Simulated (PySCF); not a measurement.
Saddle point of SiH₂F₂, singlet (SiH₂F₂ ([F][SiH2][F]) → SiF₂ + H₂; bonds formed: H2–H3; bonds broken: Si1–H2, Si1–H3), PBE0-D4/def2-TZVP structure:

```
5
angstrom
Si -0.2304 -0.2782 0.3778
H 0.7684 0.1586 -1.0026
H 0.7003 -0.9813 -0.5383
F -1.5961 0.2866 -0.2091
F 0.3578 0.8143 1.3723
```

Energies are electronic, without zero-point energy. Barriers and step energies count from the start structure reached by relaxing down the imaginary mode; all methods use the PBE0-D4 structures, on which another method's saddle can fall below an end. Program: PySCF 2.14 with density fitting (its default auxiliary sets; JK sets also for MP2 and CCSD(T)). Basis: def2-TZVPP, with def2-QZVPP for the basis limit. Cores are frozen in the correlated methods. B3LYP uses VWN-RPA correlation. Extrapolation: Hartree–Fock as exp(−7.88 √X), correlation as X^−2.97.

```csv
method,barrier (kJ/mol),step energy (kJ/mol)
SPW92,313.3,161.4
PBE-D4,324.8,141.9
BLYP-D4,?,129.1
r2SCAN-D4,349.3,169.1
PBE0-D4,?,163.2
B3LYP-D4,357.8,148.7
BHLYP-D4,393.0,171.4
CAM-B3LYP-D4,374.4,158.9
wB97M-V,369.0,145.1
HF,?,185.7
MP2,391.0,168.2
CCSD,381.1,163.4
CCSD(T),370.3,159.0
```

(1) Fill in the withheld barriers. (Judge from chemistry; the value comes from the calculation.)

T1 diagnostic: at most 0.016. The restricted Hartree–Fock reference is unstable towards an unrestricted one at one or more of these structures. A large double-excitation amplitude points to some diradical character; no triplet was computed. The end structure is not quite a true minimum (one mode of 29i cm⁻¹).

## Answers

(1) The calculation gives: HF 445.2; BLYP-D4 333.8; PBE0-D4 354.8 kJ/mol. Each is the energy of the saddle less that of the start structure, by the same method.

For comparison, the barrier by CCSD(T) at an estimated basis limit (MP2 extrapolated from triple and quadruple zeta, plus CCSD(T) − MP2 in triple zeta) is 366.1 kJ/mol.

Losses and insertions of silylenes and their heavier kin drive the gas-phase chemistry of silicon and germanium vapour deposition.

Labels in which every atom is bracketed show which atoms are joined, not bond orders.

For scale, one of the runs: CCSD(T)/def2-TZVPP, 132 basis functions, launched by `OMP_NUM_THREADS=4 python run.py`. Hardware: 4 CPU threads of an Arm Neoverse V1, shared host. Wall time 58 s; peak host memory 0.75 GiB.
